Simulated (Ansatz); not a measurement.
# AlH3O (AlH2(OH)): FCI/STO-3G

Aim: the vertical ionisation energy of AlH3O (AlH2(OH)) at FCI/STO-3G, from 2 runs. 

The calculation is run with Ansatz 0.2.0.

56 further runs of the same task are left out: 56 set aside as unsound or not needed.

**1. The structure to begin with**

The species is AlH3O (5 atoms), meant as a singlet with charge 0. SMILES: `[H][Al]([H])[OH]`. The shape comes from GFN2-xTB, which is rough for such elements, and wasn't checked as a minimum.

Bond lengths: Al1–O4 1.636 Å, Al1–H2 1.532 Å, Al1–H3 1.531 Å, O4–H5 0.949 Å. Angles: Al1–O4–H5 179.6°, H2–Al1–O4 120.0°, H3–Al1–O4 120.0°, H2–Al1–H3 120.0°.

**2. A single-point energy at FCI/STO-3G**

molecule.yaml

```yaml
crystal:
  periodic: [false, false, false]
  atoms:
    - {symbol: Al, position_ang: [0.271770, 0.451120, -0.109270]}
    - {symbol: H, position_ang: [1.798980, 0.417230, -0.221380]}
    - {symbol: H, position_ang: [-0.481020, 1.769010, -0.311810]}
    - {symbol: O, position_ang: [-0.555450, -0.920030, 0.226660]}
    - {symbol: H, position_ang: [-1.034280, -1.717330, 0.415800]}
basis:
  gaussian: {orbitals: STO-3G}
accuracy: high
correlation: {method: fci, frozen_orbitals: {Al: 5, H: 0, O: 1}}
```

Launch:

```
ansatz run molecule.yaml --threads 1 --pin off --max-ram 2610MiB --events-out events.jsonl --progress --plain --runs-dir runs
```

Output:

```text
Warning: RAYON_NUM_THREADS=1 ignored (pool sized by the plan → 1); use --threads N
Functional definition: HF
  name "HF"
  exchange = exact_x
  correlation = 0
288 factors; integrals over basis functions are off by at most 2.9e-8 eV
mean field evaluation 1: about -8558.4718 eV, gradient 2.3e1 eV
mean field evaluation 2: about -8558.4866 eV, gradient 2.3e1 eV
mean field evaluation 4: about -8560.2427 eV, gradient 9.7e-1 eV
mean field evaluation 8: about -8560.2463 eV, gradient 6.5e-5 eV
mean field -8560.24634855 eV, -314.5832509658 hartree, gradient 4.8e-9 eV, S^2 0.000000; 0 other end points of the search recorded, 0 dependent functions left out
6 core orbitals not correlated: weight in the atoms' cores, before any rotation towards them, 0.999 or more for the frozen orbitals, at most 0.000 for the correlated occupied ones
reference -8560.24634855 eV, -314.5832509658 hartree; 6, 6 occupied and 5, 5 virtual orbitals, 288 factors
state -8562.50642215 eV, -314.6663071385 hartree
Total energy: -8562.50642215 eV, -314.6663071385 hartree
```

Run time: 2.3 s. Hardware: 1 thread of Intel Xeon Platinum 8259CL at 2.50GHz (Skylake/Cascade Lake), shared host.

**3. The doublet cation, same level**

run.yaml

```yaml
crystal:
  periodic: [false, false, false]
  atoms:
    - {symbol: Al, position_ang: [0.271770, 0.451120, -0.109270]}
    - {symbol: H, position_ang: [1.798980, 0.417230, -0.221380]}
    - {symbol: H, position_ang: [-0.481020, 1.769010, -0.311810]}
    - {symbol: O, position_ang: [-0.555450, -0.920030, 0.226660]}
    - {symbol: H, position_ang: [-1.034280, -1.717330, 0.415800]}
basis:
  gaussian: {orbitals: STO-3G}
magnetization: {spin_polarized: true, initial_magnetization: 1}
total_charge: 1
correlation: {method: fci, frozen_orbitals: {Al: 5, H: 0, O: 1}}
accuracy: high
```

Launch:

```
ansatz run run.yaml --threads 1 --pin off --max-ram 2610MiB --events-out events.jsonl --progress --plain --runs-dir runs
```

Output:

```text
Warning: RAYON_NUM_THREADS=1 ignored (pool sized by the plan → 1); use --threads N
[... 4 set-up lines as earlier in the session ...]
287 factors; integrals over basis functions are off by at most 2.9e-8 eV
mean field evaluation 1: about -8546.8132 eV, gradient 2.6e1 eV
mean field evaluation 2: about -8546.8275 eV, gradient 2.6e1 eV
mean field evaluation 4: about -8553.4191 eV, gradient 4.8e0 eV
mean field evaluation 8: about -8554.8149 eV, gradient 2.2e-1 eV
mean field evaluation 16: about -8554.5886 eV, gradient 9.2e-1 eV
mean field -8554.81364734 eV, -314.3836028789 hartree, gradient 6.4e-8 eV, S^2 0.756369; 5 other end points of the search recorded, 0 dependent functions left out
mean field evaluation 32: about -8554.7527 eV, gradient 2.7e-1 eV
6 core orbitals not correlated: weight in the atoms' cores, before any rotation towards them, 0.999 or more for the frozen orbitals, at most 0.001 for the correlated occupied ones
reference -8554.75274057 eV, -314.3813645964 hartree; 6, 5 occupied and 5, 6 virtual orbitals, 287 factors
state -8556.87181109 eV, -314.4592390014 hartree
Total energy: -8556.87181109 eV, -314.4592390014 hartree
```

Wall time 4.5 s (1 thread of Intel Xeon Platinum 8259CL at 2.50GHz (Skylake/Cascade Lake), shared host); peak memory 0.11 GiB.

**4. Outcome**

At FCI/STO-3G, 6 core orbitals frozen:

```
                                                   quantity          value
                                singlet AlH3O: total energy  -314.66631 Eh
 singlet AlH3O: correlation energy (6 core orbitals frozen)      -83.1 mEh
                               doublet cation: total energy  -314.45924 Eh
doublet cation: correlation energy (6 core orbitals frozen)      -77.9 mEh
         vertical ionisation energy (to the doublet cation)       5.635 eV
```

**Reading.** The vertical ionisation energy comes to 5.63 eV (544 kJ/mol). In a minimal basis such a difference can be off by several eV, whatever the method.
